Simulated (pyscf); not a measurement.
## Routes from S=Ge: [singlet] + hydrogen chloride (HCl)

Candidate steps break at most two bonds and form at most two. Each was searched with GFN2-xTB (tblite) first. Structures and frequencies: ωB97X-D3(BJ)/def2-SVP in PySCF. Correlated levels are frozen-core, on RHF or UHF. ΔMP2 is the change of the MP2 total energy from the triple- to the quadruple-zeta basis. Energies: CCSD(T)/def2-TZVPP + ΔMP2(QZVPP), kcal/mol, from the separated reactants, singlet surface; ΔG‡ with ideal gas, 1 atm, RRHO with modes under 100 cm⁻¹ raised to 100, one conformer, R ln 2 for chiral ones without a mode under 150 cm⁻¹.

| products | type | ΔE‡ | ΔE | ΔG‡ 298 K | ΔG‡ 900 K | ν‡ (cm⁻¹) |
|---|---|---|---|---|---|---|
| HS–Ge:–Cl [singlet] | addition across a multiple bond or ene-type step | 8.2 | -22.2 | 14.9 | 32.7 | 958i |
| S=GeH–Cl | insertion | 36.4 | -7.3 | 43.2 | 60.0 | 1305i |

Row 1: On the reactant side the descent ends in a complex, 4.6 kcal/mol under the separated species and 7.0 kcal/mol under the saddle at ωB97X-D3(BJ)/def2-TZVP. 

Plain bond fissions and candidates not yet searched are not listed, and one of them may be faster. Each barrier is that of the saddle found; lower ones may exist. The CCSD(T) − MP2 part came from Ansatz, without density fitting, on the same reference. The frozen core leaves the outer d or s,p core shells of the metals and heavy elements correlated in the MP2 and CC values, and def2-TZVPP describes them poorly, which can shift differences by a few kcal/mol. Elements up to Kr have no core potential and no relativistic terms here.
